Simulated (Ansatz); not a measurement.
# How methods differ on C2H2F2 (vinylidene fluoride)

The species is C2H2F2 (6 atoms), meant as a singlet with charge 0. As SMILES, `C=C(F)F`. Geometry: relaxed at PBE0-D4/def2-TZVP. The run starts from this shape.

Quantity: the adiabatic ionisation energy (to the doublet cation, no zero-point term), in eV. The values are calculated.

| level | kind | program | value (eV) | CPU time (all runs) |
| --- | --- | --- | --- | --- |
| HF/STO-3G | Hartree–Fock | Ansatz | 6.88 | 3.3 s |
| HF/3-21G | Hartree–Fock | Ansatz | 9.46 | 4 s |
| HF/6-31G* (Cartesian functions) | Hartree–Fock | Ansatz | 8.74 | 8.4 s |
| PBE/def2-SVP | GGA | Ansatz | 9.86 | 20 s |
| B3LYP/6-31G* (Cartesian functions) | global hybrid | Ansatz | 9.82 | 25 s |
| MP2/6-31G* (Cartesian functions) | perturbation theory | Ansatz | 9.73 | 16 s |

The values span 6.88 to 9.86 eV. Without the sets that lack polarisation functions the rows with a basis span only 8.74 to 9.86 eV. CPU times are rough (shared hosts, several kinds of processor): they show what a rung costs within a factor of a few.
